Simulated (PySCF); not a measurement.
Partial charges of metal hydrosulfide

Compound: metal hydrosulfide, HLiS.
Structure used (PBE0-D3(BJ)/def2-TZVP), in Å, numbered top down from 1:
```xyz
3
HLiS angstrom
Li     1.4933   -0.3957    0.0007
S     -0.3349    0.7135   -0.0118
H     -1.1525   -0.3528   -0.0080
```

Density: PBE0/pcSseg-2 (PySCF); schemes: Mulliken, IAO, Hirshfeld and ESP-fitted. Isolated species at its PBE0-D3(BJ)/def2-TZVP geometry, gas phase.

What partial charge does each atom carry?

In e:

| atom | environment | Mulliken | IAO | Hirshfeld | ESP-fitted |
| --- | --- | --- | --- | --- | --- |
| Li1 | lithium bonded to S | +0.510 | +0.830 | +0.503 | +0.677 |
| S2 | sulfur bonded to Li and H | -0.555 | -0.908 | -0.505 | -0.798 |
| H3 | S–H hydrogen | +0.044 | +0.078 | +0.002 | +0.121 |

Mean size of the charges over all atoms: IAO 0.605 e, ESP-fitted 0.532 e, Mulliken 0.370 e, Hirshfeld 0.336 e. Each set sums to the total charge, 0, to within 0.001 e. The Hirshfeld scheme weights the molecular density at each point by an atom's share of the summed free-atom densities. The Mulliken scheme counts on each atom the diagonal of the density matrix times the overlap matrix over that atom's basis functions.

Lowest charge. All schemes agree: Mulliken S2 (-0.555); IAO S2 (-0.908); Hirshfeld S2 (-0.505); ESP-fitted S2 (-0.798).

Highest charge. All schemes agree: Mulliken Li1 (+0.510); IAO Li1 (+0.830); Hirshfeld Li1 (+0.503); ESP-fitted Li1 (+0.677).

How many electrons does the ESP-fitted scheme count on S2?

Z − q = 16 − (-0.798) = 16.798.
